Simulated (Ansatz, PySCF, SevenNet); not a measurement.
Ladder of methods for the cohesive energy of cubic BN

Reference value: 6.76 eV/atom (measured, static lattice: zero-point vibration energy added; as tabulated in Mejia-Rodriguez and Trickey (2018), arXiv:1807.09216).

| level (code) | value (eV/atom) | cell (Å³/atom) |
|---|---|---|
| SevenNet-l3i5 | 6.78 | 5.92 |
| LDA (Ansatz) | 8.05 | 5.74 |
| PBE (PySCF) | 6.95 ± 0.04 | 5.96 |
| r²SCAN (Ansatz) | 6.81 | 5.88 |
| MP2 (PySCF) | … | 5.81 |

Q: Some entries are withheld; supply them.

A: 
- MP2 (PySCF), value (eV/atom): 7.25 ± 0.2

Errors against the reference: SevenNet-l3i5 +0.02 eV/atom, LDA +1.29 eV/atom, PBE +0.19 eV/atom, r²SCAN +0.05 eV/atom, MP2 +0.49 eV/atom.

Leaving aside SevenNet-l3i5 (doubt noted below): Closest of the ranked levels: r²SCAN (+0.05 eV/atom). Farthest off among them: LDA (+1.29 eV/atom). Of the ranked levels only r²SCAN lands within 0.1 eV/atom. All 4 levels lie above the reference.

Free atoms are spin-polarised, in the lowest state found; at levels without +SOC their spin–orbit coupling is left out.  A ± on a computed value is a rough bar: the spread of its extrapolation, a floor set from checks against published values, or a statistical error. SevenNet-l3i5: free atoms can lie outside what these potentials were trained on. Each level is taken at its own relaxed cell. Cutoffs differ between the levels. Ansatz's density-functional and Hartree–Fock values are scalar-relativistic unless marked +SOC, with PAW data made under PBE.

Machine-learned potentials (SevenNet-l3i5) are trained on DFT data: a solid inside that data is no test of them.

Differences are worked out from the printed values.

Ansatz is a quantum-chemistry and plane-wave program.
